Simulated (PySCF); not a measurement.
# How the method moves the proton affinities of 2,5-dihydrofuran

Structure: `C1=CCOC1` (C4H6O). Coordinates in Å; atoms count from 1 in this order:
```
C    -0.7276    0.8182   -0.2146
C     0.5667    0.9592    0.0667
C     1.1769   -0.3919    0.2795
O     0.1254   -1.3093    0.0787
C    -1.0795   -0.6374   -0.2110
H    -1.4426    1.6163   -0.4201
H     1.1212    1.8962    0.1373
H     1.5996   -0.5014    1.2989
H     2.0042   -0.5940   -0.4302
H    -1.8511   -0.8774    0.5484
H    -1.4809   -0.9733   -1.1883
```

All levels share the PBE0-D3(BJ)/def2-SVP structures and the PBE0-D3(BJ)/def2-SVP thermal terms; only the single-point energies (PySCF) change. Values are proton affinities (298 K, kJ/mol).

Measured (NIST Chemistry WebBook): proton affinity (−ΔH) 823 kJ/mol.

```tsv
level	O4
ωB97X-D3(BJ)/def2-TZVP	816
HF/def2-TZVP	829
```

Hartree-Fock leaves out electron correlation, so its proton affinities can be off by tens of kJ/mol.

The spread: 13 kJ/mol, from 816 to 829.
